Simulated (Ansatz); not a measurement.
Mulliken charges of ClHOSi (`O[Si]Cl`) from PBE/def2-TZVPP in Ansatz (PBE0-D4/def2-TZVP geometry).

| atom | x (Å) | y (Å) | z (Å) | charge (e) |
| --- | --- | --- | --- | --- |
| O1 | -0.912 | 0.450 | -0.309 | -0.287 |
| Si2 | -0.434 | -0.790 | 0.647 | 0.355 |
| Cl3 | 1.662 | -0.701 | 0.421 | -0.253 |
| H4 | -0.261 | 0.980 | -0.780 | 0.185 |

By hand: the dipole of these point charges (1 e Å = 4.8032 D).

Σ q r = (-0.361, -0.051, 0.068) e Å, of length 0.371 e Å = 1.78 D.

How does the dipole of the full density compare? (Best estimate.)

Computed: (-0.031, 0.163, -0.128) e Å, 1.01 D; the point charges give 1.76 times that, at 94° from its direction.

Point charges leave out the atoms' own dipoles, such as those of lone pairs, and Mulliken's split depends on the basis, so the two needn't agree.
